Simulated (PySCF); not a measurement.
C4H11P.
Bonds: C1–P2 (double), P2–C3, P2–C4, P2–C5. Hydrogens: H6, H7 on C1; H8, H9, H10 on C3; H11, H12, H13 on C4; H14, H15, H16 on C5.

The same species was optimised twice, with GFN2-xTB and with PBE0-D3(BJ)/def2-SVP (PySCF), and the same property calculations (PySCF, gas phase) were run on both structures.

```tsv
coordinate	GFN2-xTB	PBE0-D3(BJ)/def2-SVP	change
P2–C3 (Å)	1.886	1.856	-0.030
C1=P2 (Å)	1.703	1.673	-0.030
C3–H8 (Å)	1.087	1.102	+0.015
C4–H11 (Å)	1.089	1.101	+0.012
C5–H15 (Å)	1.089	1.100	+0.011
C5–H14 (Å)	1.088	1.100	+0.012
C4–H13 (Å)	1.088	1.099	+0.011
C3–H10 (Å)	1.090	1.100	+0.010
C3–H9 (Å)	1.090	1.100	+0.010
C4–H12 (Å)	1.088	1.098	+0.010
C5–H16 (Å)	1.088	1.098	+0.010
C1–H6 (Å)	1.089	1.094	+0.005
P2–C5 (Å)	1.824	1.820	-0.004
C1–H7 (Å)	1.089	1.093	+0.004
P2–C4 (Å)	1.824	1.820	-0.004
C1–P2–C3 (°)	131.3	123.0	-8.3
P2–C1–H6 (°)	111.0	117.6	+6.6
P2–C1–H7 (°)	111.0	117.6	+6.6
H6–C1–H7 (°)	110.8	117.0	+6.2
C4–P2–C5 (°)	105.0	107.6	+2.6
C1–P2–C5 (°)	108.5	111.0	+2.5
C1–P2–C4 (°)	108.6	110.9	+2.3
P2–C4–H12 (°)	107.7	108.9	+1.2
```

Rotational constants: A = 3781, B = 3441, C = 3179 MHz (GFN2-xTB) against A = 3643, B = 3537, C = 3267 MHz (PBE0-D3(BJ)/def2-SVP).

On the GFN2-xTB structure: HOMO (eV) -5.10 [PBE0/pcSseg-1]; LUMO (eV) 0.92 [PBE0/pcSseg-1]; dipole (D) 3.30 [PBE0/pcSseg-1]; GIAO shielding of C1 (ppm) 187.0 [PBE0/pcSseg-1]; GIAO shielding of P2 (ppm) 341.5 [PBE0/pcSseg-1]; GIAO shielding of C3/C4/C5 (mean) (ppm) 164.4 [PBE0/pcSseg-1].

What do these properties become on the PBE0-D3(BJ)/def2-SVP structure?

| property | level | on GFN2-xTB | on PBE0-D3(BJ)/def2-SVP | change |
| --- | --- | --- | --- | --- |
| HOMO (eV) | PBE0/pcSseg-1 | -5.10 | -4.72 | +0.38 |
| LUMO (eV) | PBE0/pcSseg-1 | 0.92 | 0.97 | +0.05 |
| dipole (D) | PBE0/pcSseg-1 | 3.30 | 3.14 | -0.16 |
| energy, GFN2-xTB geometry as zero (kcal/mol) | PBE0/pcSseg-1 | 0.0 | -2.5 | -2.5 |
| GIAO shielding of C1 (ppm) | PBE0/pcSseg-1 | 187.0 | 193.4 | +6.4 |
| GIAO shielding of P2 (ppm) | PBE0/pcSseg-1 | 341.5 | 347.9 | +6.4 |
| GIAO shielding of C3/C4/C5 (mean) (ppm) | PBE0/pcSseg-1 | 164.4 | 163.4 | -1.0 |

The heavy atoms differ by 0.068 Å rms after alignment. Among all bonds C1=P2 and P2–C3 change most and about equally (-0.030 Å). Changes are differences of the printed values. Neither structure is proved a minimum here.
